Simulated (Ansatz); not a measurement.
```yaml
crystal:
  periodic: [false, false, false]
  atoms:
    - {symbol: B, position_ang: [-2.165321, -0.693203, -0.005518]}
    - {symbol: P, position_ang: [-1.365447, 0.796427, 0.007392]}
    - {symbol: Ga, position_ang: [0.906261, -0.257714, -0.002519]}
    - {symbol: H, position_ang: [2.495268, 0.788196, 0.006265]}
basis:
  gaussian: {orbitals: def2-TZVP}
magnetization: {spin_polarized: true, initial_magnetization: 2}
hamiltonian: {xc: pbe0}
relax: {f_tol: 0.004, max_steps: 80}
```

```sh
$ ansatz run in.yaml --threads 1 --pin off --events-out ev --progress --plain --max-ram 2176MiB
```

Steps of the relaxation (energy above the last step; positions in Å, forces in eV/Å):

```
4
step 1, 1085.2 meV
B    -2.165   -0.693   -0.006   -0.230   -0.968   -0.008
P    -1.365    0.796    0.007    1.145    0.880    0.007
Ga    0.906   -0.258   -0.003    0.557    0.848    0.007
H     2.495    0.788    0.006   -1.472   -0.760   -0.006
```

```
4
step 2, 728.0 meV
B    -2.096   -0.694   -0.006    0.063   -0.518   -0.005
P    -1.288    0.810    0.007    0.765    0.563    0.005
Ga    0.942   -0.200   -0.002   -0.307   -0.004    0.000
H     2.313    0.718    0.006   -0.522   -0.041    0.000
```

```
4
step 3, 501.0 meV
B    -1.902   -0.693   -0.006    0.546   -0.138   -0.001
P    -1.208    0.890    0.008    0.021    0.319    0.003
Ga    0.860   -0.274   -0.003   -0.481   -0.174   -0.001
H     2.120    0.711    0.006   -0.086   -0.008    0.000
```

```
4
step 13, 0.0 meV
B    -1.315   -0.803   -0.007   -0.007    0.003    0.000
P    -1.495    0.989    0.009   -0.008   -0.005    0.000
Ga    0.571    0.247    0.002    0.014    0.004    0.000
H     2.109    0.201    0.001    0.002   -0.002    0.000
```

```
4
step 15, 0.0 meV
B    -1.314   -0.803   -0.007    0.000   -0.001    0.000
P    -1.496    0.988    0.009   -0.001    0.001    0.000
Ga    0.572    0.252    0.002    0.000    0.000    0.000
H     2.110    0.197    0.001    0.000    0.000    0.000
```

Close pairs at the end: Ga3–H4 1.539 Å, B1–P2 1.800 Å, B1–Ga3 2.161 Å, P2–Ga3 2.195 Å.

A stationary point of unrestricted PBE0 after 15 steps, with ⟨S²⟩ = 2.017 against 2.00 for a pure state; no frequencies were run, so it isn't proven a minimum. 2 min on 1 thread of Intel Xeon Platinum 8488C, shared host.
